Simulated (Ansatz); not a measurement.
# B3LYP/6-31G(d) (Cartesian functions) run of [NO2]+ (SMILES O=[N+]=O)

Aim: the energy change on altering one bond length of [NO2]+ at B3LYP/6-31G* (Cartesian functions), from 2 runs. 

The results are computed with Ansatz 0.2.0.

5 further runs of the same task are left out: 5 that didn't finish.

## (1) The molecule

The species is [NO2]+ (3 atoms), meant as a singlet with charge +1. As SMILES, `O=[N+]=O`. The coordinates come from a PBE0-D4/def2-TZVP relaxation.

Bond lengths: O1–N2 1.110 Å, N2–O3 1.110 Å. Angles: O1–N2–O3 180.0°.

## (2) The energy at B3LYP/6-31G(d) (Cartesian functions)

Input file run.yaml:

```yaml
crystal:
  periodic: [false, false, false]
  atoms:
    - {symbol: O, position_ang: [-0.572980, 0.927020, -0.209580]}
    - {symbol: N, position_ang: [-0.000010, -0.000010, -0.000000]}
    - {symbol: O, position_ang: [0.572990, -0.927010, 0.209580]}
basis:
  gaussian: {orbitals: "6-31G*"}
total_charge: 1
magnetization: {spin_polarized: false, initial_magnetization: 0}
hamiltonian: {xc: {name: B3LYP}}
accuracy: high
output: {orbitals: {seedname: orbitals}}
```

Launch:

```bash
$ ansatz run run.yaml --threads 1 --pin off --max-ram 3480MiB --events-out events.jsonl --progress --plain --runs-dir runs
```

The program printed:

```text
Warning: RAYON_NUM_THREADS=1 ignored (pool sized by the plan → 1); use --threads N
Functional definition: B3LYP
  name "B3LYP"
  parameter a0 = 0.2
  parameter ax = 0.72
  parameter ac = 0.81
  exchange = (1 - a0 - ax)*slater_x + ax*b88_x + a0*exact_x
  correlation = (1 - ac)*vwn_rpa_c + ac*lyp_c
778 factors; integrals over basis functions are off by at most 2.9e-9 eV
mean field evaluation 1: about -5566.8619 eV, gradient 4.9e1 eV
mean field evaluation 2: about -5562.5073 eV, gradient 7.3e1 eV
mean field evaluation 4: about -5570.4431 eV, gradient 5.3e-1 eV
mean field evaluation 8: about -5570.4440 eV, gradient 3.2e-2 eV
mean field evaluation 16: about -5570.4440 eV, gradient 2.2e-7 eV
mean field -5570.44402992 eV, -204.7100423170 hartree, gradient 1.8e-8 eV, S^2 0.000000; 0 other end points of the search recorded, 0 dependent functions left out
reference -5570.44404689 eV, -204.7100429408 hartree; 11, 11 occupied and 34, 34 virtual orbitals, 778 factors
Total energy: -5570.44404689 eV, -204.7100429408 hartree
```

It took 1 s on 1 thread of Arm Neoverse V2, shared host; peak memory 0.098 GiB.

## (3) The distorted shape

Input file input.yaml:

```yaml
crystal:
  periodic: [false, false, false]
  atoms:
    - {symbol: O, position_ang: [-0.859484, 1.390565, -0.314377]}
    - {symbol: N, position_ang: [-0.000010, -0.000010, -0.000000]}
    - {symbol: O, position_ang: [0.572990, -0.927010, 0.209580]}
basis:
  gaussian: {orbitals: "6-31G*"}
hamiltonian: {xc: {name: B3LYP}}
total_charge: 1
output: {orbitals: {seedname: orbitals}}
accuracy: high
```

Launch:

```bash
$ ansatz run input.yaml --threads 1 --pin off --max-ram 3480MiB --events-out events.jsonl --progress --plain --runs-dir runs
```

The program printed:

```text
Warning: RAYON_NUM_THREADS=1 ignored (pool sized by the plan → 1); use --threads N
Functional definition: B3LYP
  name "B3LYP"
  parameter a0 = 0.2
  parameter ax = 0.72
  parameter ac = 0.81
  exchange = (1 - a0 - ax)*slater_x + ax*b88_x + a0*exact_x
  correlation = (1 - ac)*vwn_rpa_c + ac*lyp_c
768 factors; integrals over basis functions are off by at most 2.5e-9 eV
mean field evaluation 1: about -5561.3588 eV, gradient 5.2e1 eV
mean field evaluation 2: about -5434.6563 eV, gradient 1.9e2 eV
mean field evaluation 4: about -5565.4543 eV, gradient 2.0e1 eV
mean field evaluation 8: about -5566.1935 eV, gradient 2.7e-1 eV
mean field evaluation 16: about -5566.1925 eV, gradient 3.3e-5 eV
mean field -5566.19249718 eV, -204.5538013706 hartree, gradient 7.7e-9 eV, S^2 0.000000; 0 other end points of the search recorded, 0 dependent functions left out
reference -5566.19251565 eV, -204.5538020493 hartree; 11, 11 occupied and 34, 34 virtual orbitals, 768 factors
Total energy: -5566.19251565 eV, -204.5538020493 hartree
```

Wall time 1.1 s (1 thread of Arm Neoverse V2, shared host); peak memory 0.097 GiB.

## (4) Results

Level: B3LYP/6-31G* (Cartesian functions).

```
                                                         quantity          value
                                        first shape: total energy  -204.71004 Eh
                                         first shape: HOMO energy      -20.93 eV
                                         first shape: LUMO energy      -11.17 eV
                                       first shape: HOMO–LUMO gap        9.76 eV
                                    distorted shape: total energy  -204.55380 Eh
                                     distorted shape: HOMO energy      -18.32 eV
                                     distorted shape: LUMO energy      -13.66 eV
                                   distorted shape: HOMO–LUMO gap        4.66 eV
energy change with the O1–N2 bond stretched from 1.110 to 1.665 Å       4.252 eV
```

With the O1–N2 bond stretched from 1.110 to 1.665 Å the energy rises by 4.25 eV (98 kcal/mol). The first shape isn't relaxed at this level, so the change isn't measured from a minimum.
